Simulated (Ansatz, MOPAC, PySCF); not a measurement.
Potential energy surface of Cl4Si, singlet: flattening of a tetrahedron along the D2d path, bond length relaxed. Scanned: the two opposite Cl-Si-Cl angles (109.47 = tetrahedral, 180 = square planar). Other coordinates (Si-Cl bond length) were minimised at B3LYP/def2-TZVP.

- AM1, restricted, heats of formation (MOPAC)
- RHF/STO-3G = restricted Hartree-Fock/STO-3G in PySCF
- RKS-LDA (SVWN5)/6-31G* = restricted LDA (SVWN5)/6-31G*, spherical d run with PySCF 2.14.0
- RKS-PBE/def2-TZVP = restricted PBE/def2-TZVP (Ansatz, a first-principles code)

Energies relative to the lowest point of each profile, in kJ/mol; the last columns give the difference from RKS-PBE:

```csv
a / °,AM1,RHF/STO-3G,RKS-LDA (SVWN5)/6-31G*,RKS-PBE/def2-TZVP,AM1 − RKS-PBE/def2-TZVP,RHF/STO-3G − RKS-PBE/def2-TZVP,RKS-LDA (SVWN5)/6-31G* − RKS-PBE/def2-TZVP
90,56.1,89.8,78.7,74.8,-18.7,15.0,3.9
95,28.2,46.1,40.3,38.3,-10.1,7.8,2.0
100,11.1,18.5,16.0,15.3,-4.2,3.2,0.8
105,2.3,3.8,3.3,3.2,-0.9,0.7,0.2
109.47,0.0,0.0,0.0,0.0,0.0,0.0,0.0
115,3.1,5.4,4.5,4.3,-1.2,1.0,0.2
120,10.8,18.4,15.4,14.7,-4.0,3.7,0.7
130,37.0,63.0,52.0,49.8,-12.8,13.2,2.2
140,73.7,124.9,101.3,97.0,-23.3,28.0,4.4
150,115.4,194.9,155.0,148.0,-32.7,46.8,7.0
160,155.1,261.7,203.7,194.2,-39.1,67.5,9.5
170,184.5,311.8,238.1,226.8,-42.3,85.0,11.3
180,195.6,330.8,250.6,238.6,-43.0,92.2,12.0
```

AM1 is furthest from RKS-PBE/def2-TZVP at 180 (-43.0 kJ/mol, below); its mean absolute difference over the points is 17.9 kJ/mol.

RHF/STO-3G is furthest from RKS-PBE/def2-TZVP at 180 (92.2 kJ/mol, above); its mean absolute difference over the points is 28.0 kJ/mol.

RKS-LDA (SVWN5)/6-31G* is furthest from RKS-PBE/def2-TZVP at 180 (12.0 kJ/mol, above); its mean absolute difference over the points is 4.1 kJ/mol.
